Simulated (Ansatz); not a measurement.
Cartesian coordinates (Å):
SMILES: [SiH3][SiH3]
```xyz
8

Si    -1.1697     0.0726     0.0279
Si     1.1697    -0.0726    -0.0279
H     -1.5915     1.3233     0.7042
H     -1.7182     0.0706    -1.3501
H     -1.7392    -1.0808     0.7663
H      1.7182    -0.0706     1.3501
H      1.7392     1.0808    -0.7663
H      1.5915    -1.3233    -0.7042
```
Charge 0, multiplicity 1.

Calculation: frozen-core CCSD(T)/def2-TZVPP // B3LYP-D3(BJ)/def2-TZVP (Ansatz, a quantum-chemistry and plane-wave program).

```yaml
HF energy: -581.36561 Ha
MP2 correlation energy: -0.26515 Ha
```

Estimate the CCSD correlation energy, the (T) correction, the total energy and the T1 diagnostic.


```
Quantity                        Result
-----------------------  -------------
CCSD correlation energy    -0.31544 Ha
(T) correction             -0.00935 Ha
CCSD(T) total energy     -581.69040 Ha
T1 diagnostic                    0.013
```
